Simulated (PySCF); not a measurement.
# Relaxation of doublet NH₄

Method: PySCF, UPBE0, basis N def2-TZVP, H def2-TZVP (no relativity, density fitting). A (50,194) grid was used.

A hand-made tetrahedral start, of Td symmetry, held to at least that symmetry:

```xyz
5
charge 0 multiplicity 2, angstrom
N     0.0000    0.0000    0.0000
H     0.8410    0.0000    0.5947
H    -0.8410    0.0000    0.5947
H     0.0000    0.8410   -0.5946
H     0.0000   -0.8410   -0.5947
```

**Question.** What does it relax to?

**Answer.** It ends at Td with N–H 1.053 Å (×4); H–N–H 109.5° (×6). No frequency check is given, so it may be a saddle point.

**Question.** How much energy is released, and in how many steps?

**Answer.** 3.4 kJ/mol in 3 steps.
